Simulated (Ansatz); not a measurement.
Bulk modulus B0 (GPa) of a set of oxides (20 solids), computed with PBE (Ansatz, an electronic-structure program, PAW) and with r²SCAN+rVV10 (PAW; Ansatz). The set holds measured phases with no doubt noted on the run or the magnetic state but for the caveats below. 7 more of the class have both values but aren't in it, for one of these reasons: built or high-temperature cells, doubts on the run or the magnetic state, unlike cells, values of zero, layered or molecular crystals. Solids without a value at one level (not run, failed, or a magnetic order lost), or held back for tests, aren't counted.

All rows, in order of the shift (worked out from unrounded values):

| solid | PBE | r²SCAN+rVV10 | shift (%) |
|---|---|---|---|
| A-type hexagonal La2O3 | 109 | 119 | +9.1 |
| SiO2 (P4₁2₁2, No. 92) | 15.6 | 17.2 | +9.7 |
| anatase TiO2 (metastable phase) | 173 | 190 | +10.0 |
| cubic perovskite BaZrO3 | 150 | 167 | +12.0 |
| corundum (α-Al2O3) | 230 | 259 | +12.7 |
| cubic perovskite BaHfO3 | 155 | 175 | +12.9 |
| rutile CrO2 | 230 | 260 | +12.9 |
| cubic perovskite KTaO3 | 188 | 213 | +13.5 |
| rock-salt MgO | 149 | 169 | +13.6 |
| rock-salt CaO | 105 | 120 | +14.0 |
| rock-salt SrO | 84.6 | 96.7 | +14.4 |
| corundum Cr2O3 | 206 | 239 | +16.1 |
| rutile TiO2 | 202 | 236 | +16.9 |
| wurtzite ZnO | 129 | 154 | +19.2 |
| stishovite (SiO2) | 258 | 309 | +19.7 |
| corundum Ga2O3 (metastable phase) | 199 | 239 | +20 |
| rutile SnO2 | 167 | 209 | +25 |
| hematite (α-Fe2O3) | 170 | 214 | +26 |
| rutile PbO2 | 106 | 141 | +32 |
| α-quartz (SiO2) | 31.7 | 42.7 | +35 |

The shift from PBE to r²SCAN+rVV10 has a median of +14.2 %, and eight in ten lie between +10.0 % and +27 %; r²SCAN+rVV10 is the larger in 20 and the smaller in 0 of 20. Each level is at its own cell, so the shift holds the change of volume too.

Ansatz's runs of these crystals have no spin polarisation, but for corundum Cr2O3, rutile CrO2, hematite (α-Fe2O3).

Density-functional runs with spin start from opposed moments for corundum Cr2O3, parallel moments for rutile CrO2, opposed moments for hematite (α-Fe2O3).

Spin–orbit coupling is left out, also for the solids with elements from indium on (rutile SnO2, A-type hexagonal La2O3, cubic perovskite BaZrO3, cubic perovskite KTaO3, cubic perovskite BaHfO3, rutile PbO2); its size isn't shown.

In Ansatz's fits of the non-cubic solids, shape and atoms are relaxed at each volume.

Each level is taken at its own relaxed cell. Ansatz's density-functional and Hartree–Fock values are scalar-relativistic unless marked +SOC, with PAW data made under PBE.
